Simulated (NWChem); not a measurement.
## Atomisation of HLi

```
Li
H 1 1.5891
```
Charge 0, spin multiplicity 1.

All runs are NWChem calculations. Structure: optimised with B3LYP/def2-SVP, a minimum by its harmonic frequencies.

Basis set: def2-TZVP. The atomisation energy is electronic alone: no zero-point, thermal, spin-orbit or counterpoise terms. No value is extrapolated to the basis-set limit. Free atoms are single determinants with multiplicities Li 2, H 2.

The correlated methods freeze no orbitals. B3LYP has NWChem's definition, with VWN1-RPA local correlation. The structure started from a generated list of species. The stability of the SCF solutions was not checked. Open-shell Hartree-Fock references start from PBE0 orbitals.

Problem. One of these methods gave an atomisation energy of 46.0 kcal/mol. Which?
(A) MP2
(B) B3LYP
(C) LDA (SVWN5)
(D) HF

Solution. A, MP2. The others give 33.0 (HF), 60.0 (LDA (SVWN5)), 57.7 (B3LYP).
